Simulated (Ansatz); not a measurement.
Which is lower?

Two relaxed structures of BSiHCl (charge -1), singlet (PBE0-D4/def2-TZVPD; forces vanish, vibrations not checked).

A:

Si1  (-0.180, 0.671, -1.526)
B2  (0.052, -0.318, -0.046)
Cl3  (0.286, -1.334, 1.404)
H4  (-0.159, 0.981, 0.168)
(Å)

B:

```xyz
4
angstrom
Si -0.2701 1.5488 -1.8836
B -0.0955 0.4703 -0.3874
Cl -0.1207 0.0399 -3.5015
H -0.0085 0.0061 0.7135
```

Program: Ansatz 0.2.0. Basis: def2-TZVPPD. Cores are frozen in the correlated methods. B3LYP uses VWN-RPA correlation.

Which structure is lower at CCSD(T), and by how much? (An estimate is asked for; the value comes from the calculation.)

The calculation gives: A, by 0.581 eV (electronic energy, against the other). By their contacts, A is BSiHCl ([Cl][B]1[H][Si]1), total charge -1 and B is BSiHCl ([BH][Si][Cl]), total charge -1.

All methods give the same order:

| method | E(B) − E(A) (eV) |
| --- | --- |
| PBE-D4 | 0.645 |
| r2SCAN-D4 | 0.638 |
| PBE0-D4 | 0.639 |
| B3LYP-D4 | 0.440 |
| wB97M-V | 0.551 |
| HF | 0.165 |
| MP2 | 0.786 |
| CCSD | 0.518 |
| CCSD(T) | 0.581 |

The T1 diagnostic stays at or below 0.026. The restricted Hartree–Fock reference is unstable towards an unrestricted one at one or more of these structures.

Labels in which every atom is bracketed show which atoms are joined, not bond orders.

For scale, one of the runs: CCSD(T)/def2-TZVPPD, 153 basis functions, launched by `ansatz run in.yaml --threads 2 --pin off --events-out ev --progress --plain --max-ram 4352MiB`. The run took 20 s on 2 CPU threads of an Arm Neoverse V1 (shared host), with 0.93 GiB of host memory at its peak.
